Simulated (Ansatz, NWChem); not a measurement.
## OCS (carbonyl sulfide): the vertical energy of the triplet above the singlet from total energies

OCS: 3 atoms, total charge 0, spin state singlet. As SMILES, `O=C=S`. The coordinates come from a PBE0-D4/def2-TZVP relaxation.

```xyz
3

O     0.9220    0.6844    0.5821
C     0.0967    0.0718    0.0611
S    -1.0187   -0.7562   -0.6432
```

Both states at this one shape; open shells run unrestricted unless said. 1 Eh = 27.2114 eV.

| level | program | singlet OCS (Eh) | triplet OCS (Eh) |
| --- | --- | --- | --- |
| HF/3-21G | NWChem | -507.663656 | -507.497165 |
| PBE0/def2-TZVP | NWChem | -511.337438 | -511.155487 |
| MP2/aug-pcseg-0, 7 core orbitals frozen | Ansatz | -509.709509 | -509.494308 |

Work out the vertical gap, second state less first, at each level.


1. HF/3-21G: -507.497165 − (-507.663656) = 0.166491 Eh = 4.53 eV.
2. PBE0/def2-TZVP: -511.155487 − (-511.337438) = 0.181951 Eh = 4.95 eV.
3. MP2/aug-pcseg-0: -509.494308 − (-509.709509) = 0.215201 Eh = 5.86 eV.

No measured value is set beside it here; the levels span 4.53 to 5.86 eV. Hartree–Fock favours the state with fewer electron pairs, since it lacks pair correlation.
